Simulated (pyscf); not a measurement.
Hydrogen abstraction: H₃Si–SiH₃ + SiH₃• → •H₂Si–SiH₃ + SiH₄

Gas phase, doublet surface, charge 0. Bonds broken: Si1–H3. Bonds formed: H3–Si9. Single points on ωB97X-D3(BJ)/def2-SVP structures (PySCF, gas phase).

Transition state (Å):

```xyz
12

Si    -1.2713    -0.6388    -0.4903
Si     0.2289     0.4481    -1.9057
H     -1.2890     0.1252     1.0565
H     -2.6700    -0.5854    -1.0174
H     -0.8865    -2.0663    -0.2643
H     -0.1843     1.8748    -2.0568
H      1.5933     0.4054    -1.3010
H      0.2841    -0.1813    -3.2589
Si    -1.4088     0.8357     2.7486
H     -2.4472     0.0715     3.5028
H     -1.7996     2.2743     2.6484
H     -0.0828     0.7078     3.4252
```

One imaginary mode, 1331i cm⁻¹; descent along it reached the two sides named.

| bond | change | reactant side (Å) | saddle | product side |
|---|---|---|---|---|
| Si1–H3 | breaks | 1.492 | 1.725 | 3.2 |
| H3–Si9 | forms | 3.1 | 1.839 | 1.489 |

Electronic energies relative to the separated reactants (kcal/mol):

| level | barrier | reaction energy | reverse barrier |
|---|---|---|---|
| ωB97X-D3(BJ)/def2-TZVP | 5.6 | -3.8 | 9.4 |
| PBE/def2-TZVP | 1.5 | -3.1 | 4.7 |
| r²SCAN/def2-TZVP | 4.0 | -3.2 | 7.2 |
| B3LYP-D3(BJ)/def2-TZVP | 3.8 | -3.3 | 7.1 |
| PBE0-D3(BJ)/def2-TZVP | 3.1 | -3.1 | 6.2 |
| M06-2X/def2-TZVP | 7.7 | -3.1 | 10.8 |
| ωB97M-D3(BJ)/def2-TZVP | 6.8 | -3.4 | 10.2 |
| HF/def2-TZVP | 20.5 | -2.7 | 23.2 |

With ωB97M-D3(BJ)/def2-TZVP energies and thermal terms (ideal gas, 1 atm, RRHO with modes under 100 cm⁻¹ raised to 100, one conformer, R ln 2 for chiral ones without a mode under 150 cm⁻¹), in kcal/mol:

```tsv
T (K)	ΔH‡	ΔG‡	ΔH	ΔG
298	5.0	12.6	-3.1	-3.5
600	6.0	19.9	-3.2	-3.8
900	7.0	26.6	-3.2	-4.2
1200	7.9	33.0	-3.3	-4.5
```

One saddle was located; it need not be the lowest between these sides. The angle at the transferred H is 175°.
